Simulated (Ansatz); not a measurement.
**HO− (singlet): from Hartree-Fock to the top rungs, aug-cc-pVTZ**

The task here is to estimate one member of a computed series from the others.

The runs use Ansatz 0.2.0, Gaussian basis; aug-cc-pVTZ, core rule «outside noble gas», up to 1 orbitals frozen.

The runs, in order: UHF; CCSD(T) on RHF; BCCD(T) on RHF; CCSDT(Q) on RHF; CASSCF and MRCISD+Q, 8 electrons in 5 orbitals; CASSCF and NEVPT2, 8 electrons in 5 orbitals.

19 further runs of the same task are left out: 5 that didn't finish, 14 set aside as unsound or not needed. Runs told in other sessions of the task aren't counted.

## The geometry

The geometry is a PBE0/def2-TZVPD stationary point (not a proven minimum) of the parent state, kept for this charge and spin.

2 atoms, charge -1, spin multiplicity 1.

Atoms are counted from 1 here; the program's logs count them from 0.

Bond lengths: O1–H2 1.006 Å.

The first run:

The input, in.yaml:

```yaml
crystal:
  periodic: [false, false, false]
  atoms:
    - {symbol: O, position_ang: [0.000000, 0.000000, 0.000000]}
    - {symbol: H, position_ang: [0.000000, 0.000000, 1.006000]}
basis:
  gaussian: {orbitals: aug-cc-pVTZ}
total_charge: -1
magnetization: {spin_polarized: true, initial_magnetization: 0}
hamiltonian: {xc: hf}
output: {orbitals: {seedname: orbitals}}
```

Started as:

```bash
> ansatz run in.yaml --threads 1 --pin off --events-out ev --progress --plain --max-ram 2393MiB
```

Among the steps run: UHF; CCSD(T) on RHF; BCCD(T) on RHF; CCSDT(Q) on RHF; CASSCF and MRCISD+Q, 8 electrons in 5 orbitals; CASSCF and NEVPT2, 8 electrons in 5 orbitals.

One table of the session follows, with a row left open; its other results are not shown here.

It belongs to the step «Misses and costs». 

```
          method  from RCCSDT(Q) (meV)
             RHF               +8163.9
            RMP2                +218.8
           RCCSD                +367.2
        RCCSD(T)                 +22.4
         BCCD(T)                     ?
          RCCSDT                 +24.1
       RCCSDT(Q)                     0
  CASSCF valence               +7465.5
  NEVPT2 valence               +1034.0
  MRCISD valence                +651.0
MRCISD+Q valence                +184.1
```

Estimate the missing values for BCCD(T).

The run gave: from RCCSDT(Q) (meV): +18.5. In the column «from RCCSDT(Q) (meV)» it lies between RCCSDT(Q) (0) and RCCSD(T) (+22.4).
